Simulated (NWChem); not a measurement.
# C2H3O (vinyloxy radical): UB3LYP/SBKJC-VDZ (core potential)

What is the vertical ionisation energy of C2H3O (vinyloxy radical) at UB3LYP/SBKJC-VDZ (core potential)? 

Program for the calculation: NWChem 7.3.0.

### 1 Starting point

The species is C2H3O (6 atoms), meant as a doublet with charge 0. As SMILES, `C=C[O]`. Geometry: relaxed at PBE0-D4/def2-TZVP.

Bond lengths: C1–C2 1.420 Å, C2–O3 1.226 Å, C1–H4 1.083 Å, C1–H5 1.083 Å, C2–H6 1.106 Å. Angles: C1–C2–O3 123.0°, C1–C2–H6 116.8°, O3–C2–H6 120.2°, C2–C1–H4 119.3°, C2–C1–H5 121.1°, H4–C1–H5 119.6°.

### 2 The energy at UB3LYP/SBKJC-VDZ (core potential)

work.nw

```
start work
memory stack 880 mb heap 220 mb global 1100 mb
charge 0
geometry units angstroms noautosym nocenter noautoz
   C     -0.535600     0.055800    -0.481000
   C      0.531200    -0.055700     0.450000
   O      0.984900    -1.132800     0.821000
   H     -0.977900    -0.844800    -0.889800
   H     -0.912600     1.024000    -0.787600
   H      0.952100     0.889600     0.841100
end
basis spherical bse
   * library SBKJC-VDZ
end
ecp bse
   C library SBKJC-VDZ
   O library SBKJC-VDZ
end
dft
   xc b3lyp
   mult 2
   grid fine
   convergence energy 1e-08
   iterations 100
   mulliken
   print low
end
task dft energy
```

Started as:

```bash
$ nwchem work.nw > work.out
```

What it wrote:

```text
[...]
 d= 0,ls=0.0,diis     1    -28.8413325305 -6.38D+01  6.76D-02  1.61D-01     0.3
[...]
 d= 0,ls=0.0,diis    13    -28.9565659100 -3.03D-09  4.41D-07  3.92D-11     3.3
[...]
         Total DFT energy =      -28.956565909978
      One electron energy =     -113.907847882543
           Coulomb energy =       58.011064236373
    Exchange-Corr. energy =       -7.992134870383
 Nuclear repulsion energy =       34.932352606575
[...]
      Total Density - Mulliken Population Analysis
     ---------------------------------------------
    Atom       Charge   Shell Charges
 -----------   ------   -------------------------------------------------------
    1 C    4     4.24   1.16  2.54  0.04  0.50
    2 C    4     4.22   1.13  2.53  0.15  0.41
    3 O    6     6.07   1.43  3.50  0.30  0.83
    4 H    1     0.81   0.46  0.35
    5 H    1     0.82   0.46  0.36
    6 H    1     0.85   0.46  0.39
[...]
      <S2> =      0.7735 (Exact =     0.7500)
[...]
```

Run time: 3.9 s. Hardware: 1 thread of Intel Xeon 6975P-C (Granite Rapids), shared host; peak memory 0.11 GiB.

### 3 The singlet cation

calc.xyz

```xyz
6

C     -0.535600     0.055800    -0.481000
C      0.531200    -0.055700     0.450000
O      0.984900    -1.132800     0.821000
H     -0.977900    -0.844800    -0.889800
H     -0.912600     1.024000    -0.787600
H      0.952100     0.889600     0.841100
```

calc.nw

```
start calc
memory 2200 mb
charge 1

geometry units angstroms noautosym nocenter noautoz
  load format xyz calc.xyz
end

basis "ao basis" spherical bse
  * library SBKJC-VDZ
end

ecp bse
  C library SBKJC-VDZ
  O library SBKJC-VDZ
end

dft
  xc b3lyp
  grid fine
  convergence energy 1e-08
  iterations 100
  mulliken
  noprint "final vectors analysis"
end

task dft
```

Started as:

```bash
$ nwchem calc.nw > calc.out
```

What it wrote:

```text
[...]
          Wavefunction type:  closed shell.
          No. of atoms     :     6
          No. of electrons :    16
[...]
          Charge           :     1
          Spin multiplicity:     1
[...]
          AO basis - number of functions:    30
[...]
              XC Information
              --------------
                         B3LYP Method XC Potential
                     Hartree-Fock (Exact) Exchange  0.200
                        Slater Exchange Functional  0.800 local
                    Becke 1988 Exchange Functional  0.720 non-local
              Lee-Yang-Parr Correlation Functional  0.810
                  VWN I RPA Correlation Functional  0.190 local
[...]
 d= 0,ls=0.0,diis     1    -28.3373761966 -6.33D+01  1.29D-01  1.60D+00     0.3
[...]
 d= 0,ls=0.0,diis    11    -28.5740667875 -2.12D-09  1.45D-06  1.04D-09     1.8
         Total DFT energy =      -28.574066787513
      One electron energy =     -108.795196859386
           Coulomb energy =       52.911223763226
    Exchange-Corr. energy =       -7.622446297928
 Nuclear repulsion energy =       34.932352606575
[...]
      Total Density - Mulliken Population Analysis
     ---------------------------------------------
    Atom       Charge   Shell Charges
 -----------   ------   -------------------------------------------------------
    1 C    4     3.91   1.24  2.34  0.15  0.19
    2 C    4     4.09   1.14  2.55  0.15  0.25
    3 O    6     5.85   1.46  3.41  0.34  0.64
    4 H    1     0.70   0.44  0.26
    5 H    1     0.70   0.44  0.26
    6 H    1     0.75   0.44  0.31
[...]
```

Run time: 2.3 s. Hardware: 1 thread of Intel Xeon 6975P-C (Granite Rapids), shared host; peak memory 0.11 GiB.

### 4 Results

At UB3LYP/SBKJC-VDZ (core potential):

| quantity | value |
| --- | --- |
| doublet C2H3O: total energy | -28.95657 Eh |
| doublet C2H3O: ⟨S²⟩ | 0.773 |
| singlet cation: total energy | -28.57407 Eh |
| vertical ionisation energy (to the singlet cation) | 10.408 eV |

In words: The vertical ionisation energy comes to 10.41 eV (1004 kJ/mol). Only the singlet of the ionised species was computed; a triplet could lie lower. Mulliken charges (doublet C2H3O) run from -0.24 on C1 to +0.19 on H4; they depend strongly on the basis. Mulliken charges (singlet cation) run from -0.09 on C2 to +0.30 on H4.
